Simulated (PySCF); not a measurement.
## Core-level binding energies of N-methyl propargyl amine

Compound: N-methyl propargyl amine, C₄H₇N.
Cartesian coordinates in Å at the PBE0-D3(BJ)/def2-SVP level; atoms count from 1:
```
atom  x, y, z in Å
C1     2.803   -0.004    0.927
C2     1.600    0.037    0.800
C3     0.151    0.120    0.647
N4    -0.254    0.166   -0.739
C5    -1.675    0.317   -0.914
H6     3.870   -0.050    1.042
H7    -0.212    0.987    1.247
H8    -0.305   -0.771    1.117
H9     0.255    0.902   -1.222
H10   -1.915    0.386   -1.985
H11   -2.115    1.204   -0.405
H12   -2.198   -0.571   -0.520
```

Level of theory: PySCF 2.14.0, delta-SCF UKS SCAN, pcX-2 on the ionised atom, pcseg-1 elsewhere, spin-free X2C. Each binding energy is the total energy of the core-ionised species, with the hole localised on one atom, minus that of the ground state; both are solved self-consistently, so orbital relaxation is included.

Problem. Give the core binding energies atom by atom.

Solution. 
```tsv
atom(s)	bonded to	level	binding energy (eV)	above the level's lowest (eV)	count
N4	2 C and H	N 1s	404.99	0.00	1
C3	N, C and 2 H	C 1s	292.27	+1.96	1
C5	N and 3 H	C 1s	291.57	+1.26	1
C2	C (triple bond) and C	C 1s	290.73	+0.42	1
C1	C (triple bond) and H	C 1s	290.31	0.00	1
```

Lowest listed C 1s: C1, bonded to C (triple bond) and H. Highest, 1.96 eV above it: C3, bonded to N, C and 2 H. The widest gap between neighbouring values is 0.84 eV, between 290.73 and 291.57 eV.

Problem. Give the binding energy of C 1s of C2 in hartree and in kJ/mol.

Solution. 290.73 eV = 10.6841 Eh = 28051 kJ/mol.

Problem. Which photon wavelength matches the C 1s of C2 threshold?

Solution. λ = hc/E = 12398.42 eV Å / 290.73 eV = 42.646 Å.

The unrestricted hole states depart most from a pure doublet (⟨S²⟩ = 0.75; over 0.85 named) for C 1s of C2 (0.87), which makes this value less certain. Geometry: PBE0-D3(BJ)/def2-SVP, one conformer, isolated molecule.
